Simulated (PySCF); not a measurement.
Series X–O+ and X–S+, computed as singlets and as triplets. Isolated molecules, 0 K electronic values unless said otherwise. Strings in code marks are SMILES.

The numbers are results of PBE-D3(BJ)/def2-TZVP // B3LYP-D3(BJ)/def2-TZVP run with PySCF, not measurements. 

```
species                                                                                                 highest occupied spin orbital (eV)
------------------------------------------------------------------------------------------------------  ----------------------------------
O, X = H, multiplicity 3 (`[OH+]` (lower triplet))                                                                                  -23.47
O, X = cyano, multiplicity 3 (`N#C[O+]` (lower triplet))                                                                            -18.32
O, X = boryl, multiplicity 3 (`B[O+]` (excited triplet))                                                                            -16.68
O, X = ethynyl, multiplicity 3 (`C#C[O+]` (lower triplet))                                                                          -15.77
O, X = mercapto, multiplicity 1 (`[O+]S` (lower singlet))                                                                                –
O, X = mercapto, multiplicity 3 (`[O+]S` (excited triplet))                                                                         -14.73
S, X = H, multiplicity 3 (`[SH+]` (lower triplet))                                                                                  -17.29
S, X = hydroxy, multiplicity 3 (`O[S+]` (lower triplet))                                                                            -14.41
S, X = amino, multiplicity 3 (`N[S+]` (excited triplet))                                                                            -12.91
S, X = ethynyl, multiplicity 3 (`C#C[S+]` (lower triplet))                                                                          -13.90
S, X = mercapto, multiplicity 3 (`[S+]S` (triplet; the order of the spin states depends on the level))                              -13.20
S, X = isocyano, multiplicity 3 (`[C-]#[N+][S+]` (lower triplet))                                                                   -14.75
```
